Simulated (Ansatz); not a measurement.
Results of PBEsol in Ansatz (PAW) for 2H MoS2.

What does this level give for the interlayer binding energy, layer repeat distance and gap between the layers?


* **interlayer binding energy**: 3.3 meV/Å²
* **layer repeat distance**: 6.289 Å
* **gap between the layers**: 3.171 Å

Measured, for comparison: interlayer binding energy 34.3 ± 8 meV/Å² (temperature not stated, not corrected to a static lattice, bulk; as tabulated in Ning et al. (2022), arXiv:2204.11717). Computed (rounded) less measured: interlayer binding energy -90 %.

Note: the cell comes from a level without a dispersion term, which matters for the spacing of layers, chains or molecules; the cell has widely spaced layers and the level no dispersion term, so their spacing and the moduli can rest on weak binding.

Computing time: roughly 100 core-seconds.

Ansatz is a program for electronic structure.
